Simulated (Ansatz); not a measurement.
α-quartz (SiO2) was calculated with r²SCAN0 (Ansatz, an electronic-structure program, plane waves, PAW).

Settings: plane-wave cutoff 520 eV, 6×6×4 k mesh (along the axes of the cell as run), Fermi–Dirac smearing 0.01 eV, scalar-relativistic PAW data made under PBE.

The cell has the measured lattice parameters. Conventional cell: a = 4.9164 Å, b = 4.9164 Å, c = 5.4084 Å, α = 90.00°, β = 90.00°, γ = 120.00°.

```yaml
crystal:
  lattice:
    - [4.91636, 0.00000, 0.00000]
    - [-2.45818, 4.25769, 0.00000]
    - [0.00000, 0.00000, 5.40840]
  atoms:
    - { symbol: Si, position: [0.46973, 0.00000, 0.66667] }
    - { symbol: Si, position: [0.00000, 0.46973, 0.33333] }
    - { symbol: Si, position: [0.53027, 0.53027, 0.00000] }
    - { symbol: O, position: [0.41354, 0.26758, 0.78558] }
    - { symbol: O, position: [0.73242, 0.14596, 0.45225] }
    - { symbol: O, position: [0.85404, 0.58646, 0.11891] }
    - { symbol: O, position: [0.26758, 0.41354, 0.21442] }
    - { symbol: O, position: [0.14596, 0.73242, 0.54775] }
    - { symbol: O, position: [0.58646, 0.85404, 0.88109] }
```

List the 31 lowest band energies at Γ above −25 eV (eV, relative to the valence band maximum), grouping those that round alike.

At Γ: -21.62, -20.02 (×2), -19.36, -19.34 (×2), -8.67 (×2), -5.70, -5.63, -5.48 (×2), -3.17 (×2), -2.95, -2.63, -1.55 (×2), -1.53, -1.08 (×2), -0.74, -0.33 (×2), 8.96, 12.53 (×2), 13.10 (×2), 14.52, 15.23.

Note: the run warned that its exchange threshold was loose for the stress; cell and atoms aren't relaxed at this level (largest force component 0.12 eV/Å, pressure -1.9 GPa).
